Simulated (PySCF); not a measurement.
CH$_{2}$Cl (SMILES [CH2-]Cl), charge -1, singlet, at a GFN2-xTB geometry (in this run its highest filled SCF level lies above zero, so its values depend strongly on the basis, on diffuse functions most of all); TPSS/6-31G* (PySCF).

PySCF was given this input:
```python
from pyscf import gto, scf, dft

mol = gto.M(
    atom='''
C     0.003763    0.162179   -1.249589
Cl   -0.001562    0.000183    0.619069
H     0.884064   -0.491403   -1.511094
H    -0.880087   -0.484781   -1.515547
''',
    basis='6-31g*',
    charge=-1,
    spin=0,
    verbose=3,
)

mf = dft.UKS(mol)
mf.xc = 'tpss'
mf.kernel()
mf.analyze()
```

Task: Write the output that PySCF gives for this input, abridged.

Result: 
```
converged SCF energy = -499.443566962465  <S^2> = 1.7564616e-11  2S+1 = 1
**** MO energy ****
                             alpha | beta                alpha | beta
MO #1   energy= -100.722050854502  | -100.722050867311  occ= 1 | 1
MO #2   energy= -9.73325753155782  | -9.73325748316783  occ= 1 | 1
MO #3   energy= -8.97363224343223  | -8.97363225527301  occ= 1 | 1
MO #4   energy= -6.75257329375081  | -6.75257332397004  occ= 1 | 1
MO #5   energy= -6.74506599157831  | -6.74506600004231  occ= 1 | 1
MO #6   energy= -6.74457682500477  | -6.74457683467968  occ= 1 | 1
MO #7   energy= -0.508182908143076 | -0.508182957519199 occ= 1 | 1
MO #8   energy= -0.314143475400099 | -0.314143332019787 occ= 1 | 1
MO #9   energy= -0.106624282722558 | -0.10662433675057  occ= 1 | 1
MO #10  energy= -0.0920735508560058 | -0.0920736698239804 occ= 1 | 1
MO #11  energy= -0.0407880649968191 | -0.0407880525843543 occ= 1 | 1
MO #12  energy= -0.00998560682717908 | -0.00998564882684283 occ= 1 | 1
MO #13  energy= 0.118630772129866  | 0.118630869280043  occ= 1 | 1
MO #14  energy= 0.25772267470438   | 0.257722783656688  occ= 0 | 0
MO #15  energy= 0.337405011558012  | 0.337405073940471  occ= 0 | 0
MO #16  energy= 0.377864944798221  | 0.377864848303488  occ= 0 | 0
MO #17  energy= 0.604224868655348  | 0.604224803419167  occ= 0 | 0
MO #18  energy= 0.670857628265108  | 0.670857594782797  occ= 0 | 0
MO #19  energy= 0.673906117665209  | 0.673906095550914  occ= 0 | 0
MO #20  energy= 0.680555833253797  | 0.68055580869394   occ= 0 | 0
MO #21  energy= 0.79038781873558   | 0.790387854287468  occ= 0 | 0

To work with the spin densities directly, `use mulliken_meta_spin()` only printing them here.

 ** Mulliken spin pop alpha/beta on meta-lowdin orthogonal AOs **
 ** Mulliken Spin Density (per atom)  **
spin density of  0 C =      0.00000
spin density of  1 Cl =     -0.00000
spin density of  2 H =     -0.00000
spin density of  3 H =     -0.00000
 ** Mulliken pop alpha/beta on meta-lowdin orthogonal AOs **
 ** Mulliken atomic charges   ( Nelec_alpha | Nelec_beta ) **
charge of  0C =     -0.65239  (     3.32620      3.32619 )
charge of  1Cl =     -0.36224  (     8.68112      8.68112 )
charge of  2H =      0.00731  (     0.49634      0.49634 )
charge of  3H =      0.00731  (     0.49634      0.49634 )

WARN: System has nonzero charge -1; the dipole moment is origin-dependent.
Location of origin: [0. 0. 0.]

Dipole moment(X, Y, Z, Debye): -0.01171, -1.62653,  2.21919
```
